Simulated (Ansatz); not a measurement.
[Cl···H···GeH₃], doublet: the ladder up to UCCSDT(Q)

Geometry: a point of a hydrogen-transfer path between rigid fragments, not a stationary point.

```yaml
atoms:
  - { symbol: Cl, position_ang: [-2.4845, 0.0000, 0.0000] }
  - { symbol: H, position_ang: [-1.2057, 0.0000, 0.0000] }
  - { symbol: Ge, position_ang: [1.1615, 0.0000, 0.0000] }
  - { symbol: H, position_ang: [1.6301, -1.4659, 0.0000] }
  - { symbol: H, position_ang: [1.6301, 0.7330, -1.2695] }
  - { symbol: H, position_ang: [1.6301, 0.7330, 1.2695] }
```

Basis cc-pVDZ; Ansatz 0.2.0. Correlated methods freeze the noble-gas cores and the filled d shells of p-block atoms, which leaves 15 electrons in 46 orbitals. Prefix R: restricted or restricted open-shell reference; prefix U: unrestricted. Active spaces: pair = (3e, 3o) about the gap; valence = (15e, 12o) chosen from the atoms' valence shells. No spin–orbit coupling is included, and no scalar relativity.

Full CI isn't at hand for all of this; UCCSDT(Q) serves as the reference, and is uncertain by about the last step of the cluster series. The frozen core follows each run's orbitals, which can shift R against U totals by a few meV for light atoms and by up to 0.1 eV past Ca.

```
UHF ⟨S²⟩                          : 0.755
T1 diagnostic (RCCSD)             : 0.0117
largest doubles amplitude (RCCSD) : 0.037
T1 diagnostic (UCCSD)             : 0.0088
```

```
   level  E − E(UCCSDT(Q)) (mEh)  share of correlation (%)  wall time
     UHF                  288.59                      0.60          –
    UMP2                   47.14                     83.76          –
   UCCSD                    6.03                     97.92          –
UCCSD(T)                    1.16                     99.60      2.2 s
  UCCSDT                    0.33                     99.89          –
```

The correlation energy at UCCSDT(Q), counted from RHF, is -7.901 eV. That run took 6 s on 2 threads of AMD EPYC 7R13 with a shared H100 80 GB, shared host.

Run but not shown, since their state or frozen core can't be matched to the reference's or they repeat it: RHF, RMP2, CISD, RCCSD, RCCSD(T), BCCD(T), RCCSDT, RCCSDT(Q), CASSCF (pair space), NEVPT2 (pair space), MRCISD (pair space), MRCISD+Q (pair space), CASSCF (valence space), NEVPT2 (valence space), MRCISD (valence space), MRCISD+Q (valence space).

Times hold each run's SCF and search for its determinant on a shared host, so for small cases they say little of a method's own cost; they ran on 1 thread of AMD EPYC 7R13.

Natural occupations of CASSCF (valence space) about the gap: 1.985 1.978 1.971 1.971 1.002 0.031 0.022 0.021 0.021; effectively unpaired electrons, Σ n²(2−n)², 1.02.
